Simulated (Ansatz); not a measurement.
This script for Ansatz 0.2.0 through its Python package starts 7 runs on BFH, SMILES [BH]F. What input does the engine get in each?

Script `basis.py`:
```python
"""How the energy of BFH converges with the basis."""

import warnings

import ansatz

GEOMETRY = """
B    -0.33540    0.08800   -0.18240
F     0.65440    0.88800    0.45740
H    -0.33000   -1.04080   -0.28820
"""


def main() -> None:
    warnings.simplefilter("ignore", ansatz.DeckWarning)

    system = ansatz.Crystal.molecule()
    for line in GEOMETRY.strip().splitlines():
        symbol, *xyz = line.split()
        system = system.atom(symbol, [float(v) for v in xyz])

    calc = (
        system.calculation()
        .functional("pbe0")
        .spin("collinear", total=1)
    )

    energies = {}
    for basis in ["STO-3G", "6-31G", "6-31G*", "def2-SVP", "def2-SVPD", "def2-TZVP", "def2-TZVPP"]:
        summary = calc.basis(gaussian=basis).run(threads=1).report
        size = summary["n_frozen"] + summary["n_occupied"][0] + summary["n_virtual"][0]
        energies[basis] = (summary["reference_energy_ev"] / 27.211386246, summary["free_energy_ev"] / 27.211386246)
        print(f"{basis:14s} {size:4d} orbitals  reference {energies[basis][0]:14.6f} Ha  total {energies[basis][1]:14.6f} Ha")

    last = energies["def2-TZVPP"][1]
    for basis, (_, total) in energies.items():
        print(f"{basis:14s} lies {27.211386 * (total - last):9.4f} eV above def2-TZVPP")


if __name__ == "__main__":
    main()
```

Run 1:
```yaml
crystal:
  periodic: [false, false, false]
  atoms:
    - { symbol: B, position_ang: [-0.3354, 0.088, -0.1824] }
    - { symbol: F, position_ang: [0.6544, 0.888, 0.4574] }
    - { symbol: H, position_ang: [-0.33, -1.0408, -0.2882] }
basis:
  gaussian:
    orbitals: STO-3G
hamiltonian:
  xc: pbe0
magnetization:
  spin_polarized: true
  initial_magnetization: 1.0
```

Run 2, against run 1:
```diff
-    orbitals: STO-3G
+    orbitals: "6-31G"
```

Run 3, against run 1:
```diff
-    orbitals: STO-3G
+    orbitals: "6-31G*"
```

Run 4, against run 1:
```diff
-    orbitals: STO-3G
+    orbitals: def2-SVP
```

Run 5, against run 1:
```diff
-    orbitals: STO-3G
+    orbitals: def2-SVPD
```

Run 6, against run 1:
```diff
-    orbitals: STO-3G
+    orbitals: def2-TZVP
```

Run 7, against run 1:
```diff
-    orbitals: STO-3G
+    orbitals: def2-TZVPP
```

Output of `python basis.py`:
```text
STO-3G           11 orbitals  reference    -123.340546 Ha  total    -123.340546 Ha
6-31G            20 orbitals  reference    -125.073858 Ha  total    -125.073858 Ha
6-31G*           32 orbitals  reference    -125.098648 Ha  total    -125.098648 Ha
def2-SVP         33 orbitals  reference    -125.004799 Ha  total    -125.004799 Ha
def2-SVPD        51 orbitals  reference    -125.013600 Ha  total    -125.013600 Ha
def2-TZVP        68 orbitals  reference    -125.157742 Ha  total    -125.157742 Ha
def2-TZVPP       76 orbitals  reference    -125.157947 Ha  total    -125.157947 Ha
STO-3G         lies   49.4540 eV above def2-TZVPP
6-31G          lies    2.2882 eV above def2-TZVPP
6-31G*         lies    1.6136 eV above def2-TZVPP
def2-SVP       lies    4.1674 eV above def2-TZVPP
def2-SVPD      lies    3.9279 eV above def2-TZVPP
def2-TZVP      lies    0.0056 eV above def2-TZVPP
def2-TZVPP     lies    0.0000 eV above def2-TZVPP
```

Against STO-3G: 6-31G -1733.3 mHa, 6-31G* -1758.1 mHa, def2-SVP -1664.3 mHa, def2-SVPD -1673.1 mHa, def2-TZVP -1817.2 mHa and def2-TZVPP -1817.4 mHa. The last step alone is -0.21 mHa (these two sets differ little on atoms other than hydrogen).

The drop along the ladder measures the basis error, and is no property of the molecule. The geometry is a force-field or estimated start, not a minimum of this method, and the last set is no limit. Much of the fall in a total is atomic energy, which cancels in bond and reaction energies. The species is open-shell (spin multiplicity 2). Totals across families of basis sets mostly measure their core functions. Timing: 7.6 s on 1 thread of Arm Neoverse N1, with other jobs on the host, peak memory 0.16 GiB.
